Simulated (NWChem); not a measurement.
A series in which one site is exchanged, each optimised at PBE0/def2-SVP with NWChem, gas phase unless a solvent is named. Some are not confirmed as minima by frequencies. def2 effective core potentials on Sn; no spin-orbit coupling.

A: [SnH3][CH]=C (C2H6Sn; site = Sn)
B: C=CC (C3H6; site = C)
C: C=[CH][GeH3] (C₂H₆Ge; site = Ge)
D: C=C[SiH3] (C2H6Si; site = Si)

| quantity | A | B | C | D |
|---|---|---|---|---|
| dipole (D), PBE0/def2-SVP | 0.58 | 0.42 | 0.59 | … |
| vertical ionisation energy, ΔSCF, PBE0/def2-SVP (eV) | 9.91 | 9.70 | 10.03 | … |
| static polarisability, PBE0/def2-SVPD (bohr³) | 68.1 | 39.7 | 58.0 | … |
| lowest singlet excitation, PBE0/def2-SVPD, TDA (eV) | 6.33 | 7.13 | 6.73 | … |

Complete the blanks.


- dipole (D), PBE0/def2-SVP, D: 0.74
- vertical ionisation energy, ΔSCF, PBE0/def2-SVP (eV), D: 10.15
- static polarisability, PBE0/def2-SVPD (bohr³), D: 54.7
- lowest singlet excitation, PBE0/def2-SVPD, TDA (eV), D: 6.78
